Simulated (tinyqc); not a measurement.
ROHF in the sto-3g basis, for NH, spin multiplicity 3, step by step (part 2 of 2). Computed by tinyqc, a small Python program that keeps every step (integrals from PySCF). Command: `OMP_NUM_THREADS=1 python tinyqc.py 24317 24318 out.jsonl` (the two numbers bound the seeds that draw the settings). One thread of a shared host (Intel(R) Xeon(R) Processor @ 2.60GHz), about 0.08 s of CPU time with the checks.

Geometry (angstrom):
```
atom         x         y         z
N     0.000000  0.000000  0.000000
H     0.000000  0.000000  1.065000
```

## Iteration 9 (converged): orbitals

converged F (hartree), order 1N 1s, 1N 2s, 1N 2px, 1N 2py, 1N 2pz, 2H 1s:
$$\begin{pmatrix}
-15.322299 & -3.887750 & 0.000000 & 0.000000 & -0.020876 & -0.867566 \\
-3.887750 & -1.846647 & 0.000000 & 0.000000 & -0.084363 & -0.796713 \\
0.000000 & 0.000000 & -0.063482 & 0.000000 & 0.000000 & 0.000000 \\
0.000000 & 0.000000 & 0.000000 & -0.063482 & 0.000000 & 0.000000 \\
-0.020876 & -0.084363 & 0.000000 & 0.000000 & -0.286950 & -0.505641 \\
-0.867566 & -0.796713 & 0.000000 & 0.000000 & -0.505641 & -0.511647
\end{pmatrix}$$

X, order 1N 1s, 1N 2s, 1N 2px, 1N 2py, 1N 2pz, 2H 1s:
$$\begin{pmatrix}
1.022823 & -0.132875 & 0.000000 & 0.000000 & -0.009868 & 0.024403 \\
-0.132875 & 1.141060 & 0.000000 & 0.000000 & 0.106520 & -0.320303 \\
0.000000 & 0.000000 & 1.000000 & 0.000000 & 0.000000 & 0.000000 \\
0.000000 & 0.000000 & 0.000000 & 1.000000 & 0.000000 & 0.000000 \\
-0.009868 & 0.106520 & 0.000000 & 0.000000 & 1.094983 & -0.286526 \\
0.024403 & -0.320303 & 0.000000 & 0.000000 & -0.286526 & 1.210804
\end{pmatrix}$$

Diagonalise F' = X^T F X, C = X C', fill 5 alpha and 3 beta electrons from the bottom; D(s) = C_occ C_occ^T. Each column has its largest component positive (the first on a tie).

F' = X^T F X (hartree):
$$\begin{pmatrix}
-15.043571 & -2.011464 & 0.000000 & 0.000000 & -0.045109 & -0.118990 \\
-2.011464 & -1.028621 & 0.000000 & 0.000000 & 0.115194 & -0.460052 \\
0.000000 & 0.000000 & -0.063482 & 0.000000 & 0.000000 & 0.000000 \\
0.000000 & 0.000000 & 0.000000 & -0.063482 & 0.000000 & 0.000000 \\
-0.045109 & 0.115194 & 0.000000 & 0.000000 & -0.058547 & -0.527959 \\
-0.118990 & -0.460052 & 0.000000 & 0.000000 & -0.527959 & -0.009110
\end{pmatrix}$$

orbital energies (hartree): MO1 -15.328790, MO2 -0.969181, MO3 -0.458835, MO4 -0.063482, MO5 -0.063482, MO6 0.616956

coefficients C, order 1N 1s, 1N 2s, 1N 2px, 1N 2py, 1N 2pz, 2H 1s:
$$\begin{pmatrix}
0.994441 & -0.231826 & 0.112360 & 0.000000 & 0.000000 & 0.096103 \\
0.024184 & 0.849825 & -0.557795 & 0.000000 & 0.000000 & -0.632213 \\
0.000000 & 0.000000 & 0.000000 & -0.008388 & 0.999965 & 0.000000 \\
0.000000 & 0.000000 & 0.000000 & 0.999965 & 0.008388 & 0.000000 \\
0.004178 & 0.135534 & 0.654851 & 0.000000 & 0.000000 & -0.919409 \\
-0.006735 & 0.262075 & 0.503230 & 0.000000 & 0.000000 & 1.152980
\end{pmatrix}$$

D(alpha) after iteration 9, order 1N 1s, 1N 2s, 1N 2px, 1N 2py, 1N 2pz, 2H 1s:
$$\begin{pmatrix}
1.055280 & -0.235636 & 0.000000 & 0.000000 & 0.046314 & -0.010911 \\
-0.235636 & 1.033922 & 0.000000 & 0.000000 & -0.249991 & -0.058145 \\
0.000000 & 0.000000 & 1.000000 & 0.000000 & 0.000000 & 0.000000 \\
0.000000 & 0.000000 & 0.000000 & 1.000000 & 0.000000 & 0.000000 \\
0.046314 & -0.249991 & 0.000000 & 0.000000 & 0.447216 & 0.365033 \\
-0.010911 & -0.058145 & 0.000000 & 0.000000 & 0.365033 & 0.321969
\end{pmatrix}$$

D(beta) after iteration 9, order 1N 1s, 1N 2s, 1N 2px, 1N 2py, 1N 2pz, 2H 1s:
$$\begin{pmatrix}
1.055280 & -0.235636 & 0.000000 & 0.000000 & 0.046314 & -0.010911 \\
-0.235636 & 1.033922 & 0.000000 & 0.000000 & -0.249991 & -0.058145 \\
0.000000 & 0.000000 & 0.000000 & 0.000000 & 0.000000 & 0.000000 \\
0.000000 & 0.000000 & 0.000000 & 0.000000 & 0.000000 & 0.000000 \\
0.046314 & -0.249991 & 0.000000 & 0.000000 & 0.447216 & 0.365033 \\
-0.010911 & -0.058145 & 0.000000 & 0.000000 & 0.365033 & 0.321969
\end{pmatrix}$$

Within a degenerate level the vectors are fixed only up to a rotation; this is one choice.

## Convergence

Stop when the energy changes by less than 1e-10 hartree and every element of the error matrix X^T (F D S - S D F) X is below 3e-06.

Course of the cycle:
```
iteration   E (hartree)     change  largest element of the error matrix
1          -54.42069787          -                             8.95e-01
2          -54.25468120   1.66e-01                             8.63e-02
3          -54.25902389  -4.34e-03                             8.36e-03
4          -54.25908217  -5.83e-05                             1.56e-03
5          -54.25908379  -1.62e-06                             3.42e-04
6          -54.25908388  -8.61e-08                             8.26e-05
7          -54.25908388  -5.57e-09                             2.08e-05
8          -54.25908388  -3.73e-10                             5.34e-06
9          -54.25908388  -2.50e-11                             1.38e-06
```

PySCF ROHF in the same basis = -54.25908388 hartree

Converged in 9 iterations.

## Populations, bond orders and dipole

overlap S, order 1N 1s, 1N 2s, 1N 2px, 1N 2py, 1N 2pz, 2H 1s:
$$\begin{pmatrix}
1.000000 & 0.235038 & 0.000000 & 0.000000 & 0.000000 & 0.051533 \\
0.235038 & 1.000000 & 0.000000 & 0.000000 & 0.000000 & 0.462411 \\
0.000000 & 0.000000 & 1.000000 & 0.000000 & 0.000000 & 0.000000 \\
0.000000 & 0.000000 & 0.000000 & 1.000000 & 0.000000 & 0.000000 \\
0.000000 & 0.000000 & 0.000000 & 0.000000 & 1.000000 & 0.420889 \\
0.051533 & 0.462411 & 0.000000 & 0.000000 & 0.420889 & 1.000000
\end{pmatrix}$$

Mulliken: Z minus the diagonal of D S on the atom; Loewdin: the same with S^(1/2) D S^(1/2); Mayer order: 2 sum_s sum (D(s) S)_ij (D(s) S)_ji over the two atoms.

Charges (e):
```
atom   Mulliken    Loewdin  Mulliken spin
1N    -0.103683  -0.061632       2.000000
2H     0.103683   0.061632       0.000000
```

Mayer bond orders:
```
pair     order
2-1   0.989250
```

dipole moment about the origin, x y z (debye): [0.000000, 0.000000, 1.267592]
